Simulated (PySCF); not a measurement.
Species: C₆H₄.
InChI=1S/C6H4/c1-3-5-6-4-2/h1,5H,2H2

Computed, not measured: EOM-IP-CCSD/aug-cc-pVDZ in PySCF, restricted Hartree–Fock reference, frozen core, non-relativistic, gas phase, PBE0-D3(BJ)/def2-SVP geometry.

Hartree–Fock orbital energies give these Koopmans values (eV): HOMO 8.68, HOMO-1 10.61, HOMO-2 10.91, HOMO-3 11.64, HOMO-4 13.72, HOMO-5 16.88, HOMO-6 17.84, HOMO-7 18.21.

Problem. What vertical ionisation energies does EOM-IP-CCSD give?

Solution. 
| leading hole (HF orbital) | Koopmans (eV) | EOM-IP-CCSD (eV) | change (eV) | one-hole share |
| --- | --- | --- | --- | --- |
| HOMO | 8.68 | 8.77 | +0.09 | 0.96 |
| HOMO-1 | 10.61 | 10.00 | -0.61 | 0.95 |
| HOMO-2 | 10.91 | 10.64 | -0.27 | 0.95 |
| HOMO-3 | 11.64 | 11.24 | -0.40 | 0.93 |
| HOMO-4 | 13.72 | 12.66 | -1.06 | 0.90 |
| HOMO-5 | 16.88 | 15.19 | -1.69 | 0.91 |
| HOMO-6 | 17.84 | 15.89 | -1.95 | 0.92 |
| HOMO-7 | 18.21 | 16.07 | -2.14 | 0.93 |

Problem. Does the order of the lines follow the orbital energies?

Solution. Yes, no two lines change places. The corrections run from -2.14 to +0.09 eV, with a mean of -1.00 eV over the 8 lines; EOM-IP-CCSD lies above the Koopmans value for HOMO. Koopmans values leave out both the relaxation of the orbitals and the change in correlation energy.

Problem. At what kinetic energies would He I light (21.22 eV) eject these electrons?

Solution. 12.45 eV (HOMO), 11.22 eV (HOMO-1), 10.58 eV (HOMO-2), 9.98 eV (HOMO-3), 8.56 eV (HOMO-4), 6.03 eV (HOMO-5), 5.33 eV (HOMO-6), 5.15 eV (HOMO-7).

One root was sought for each valence orbital with −ε under 21 eV, eight at most, so deeper holes and satellites are missing; no vibrational structure.
